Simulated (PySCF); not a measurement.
1-chloro-3-methoxypropane, C4H9ClO.
Bonds: C1–O2, O2–C3, C3–C4, C4–C5, C5–Cl6. Hydrogens: H7, H8, H9 on C1; H10, H11 on C3; H12, H13 on C4; H14, H15 on C5.

Structure optimised with GFN2-xTB, isolated species.

(1) List the bond lengths, angles and torsions at this level.

Results:

(1) 
```tsv
bond	length (Å)
C1–O2	1.403
O2–C3	1.410
C3–C4	1.525
C4–C5	1.519
C5–Cl6	1.784
C1–H7, C1–H9	1.097
C1–H8	1.088
C3–H10, C3–H11	1.101
C4–H12, C4–H13	1.091
C5–H14, C5–H15	1.089
```

Bonds in one row agree within 0.01 Å and their mean is given. A selection of angles:
```tsv
angle	degrees
O2–C1–H7	111.3
O2–C1–H8	106.7
H7–C1–H8	109.5
C1–O2–C3	113.0
O2–C3–C4	108.6
O2–C3–H10	110.0
C4–C3–H10	110.0
H10–C3–H11	108.0
C3–C4–C5	111.7
C3–C4–H12	109.3
C5–C4–H12	110.2
C5–C4–H13	108.1
H12–C4–H13	108.9
C4–C5–Cl6	110.8
C4–C5–H14	111.4
C4–C5–H15	110.4
Cl6–C5–H14	106.6
H14–C5–H15	110.4
```

Dihedral angles: C1–O2–C3–C4 177° (antiperiplanar); O2–C3–C4–C5 -66° (synclinal); C3–C4–C5–Cl6 -69° (synclinal). The mirror-image conformer, all signs reversed, is as good.

Of the pairs four or more bonds apart, O2···H15 is among the closest relative to their van der Waals radii: 2.56 Å, 94 % of the sum of Bondi's values.

Point group: C1 (no symmetry element, even within 0.4 Å). Not checked by GFN2-xTB frequencies. The numbers are those of one conformer.

The numbers are calculated, not measured.
